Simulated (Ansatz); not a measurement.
We consider zinc-blende InP, described by PBE (PAW; Ansatz, a first-principles code).

The same calculation (at the measured cell, 25.270 Å³/atom) with different numerical settings:

```tsv
run	k mesh	gap on the mesh (eV)	total energy (eV/atom)	rough time
1	4×4×4	0.679	-3176.9394	under 3 core-s
2	6×6×6	0.691	-3176.9882	under 3 core-s
3	8×8×8	0.693	-3176.9936	under 3 core-s
4	12×12×12	0.693	-3176.9946	4 core-s
5	16×16×16	0.693	-3176.9946	7 core-s
6	20×20×20	0.693	-3176.9947	10 core-s
```

In the column total energy (eV/atom) the first row differs from the last by +0.0553 and the next to last by +0.0001.

The last row is no converged limit: other settings stay fixed.

Spin–orbit coupling is not included.
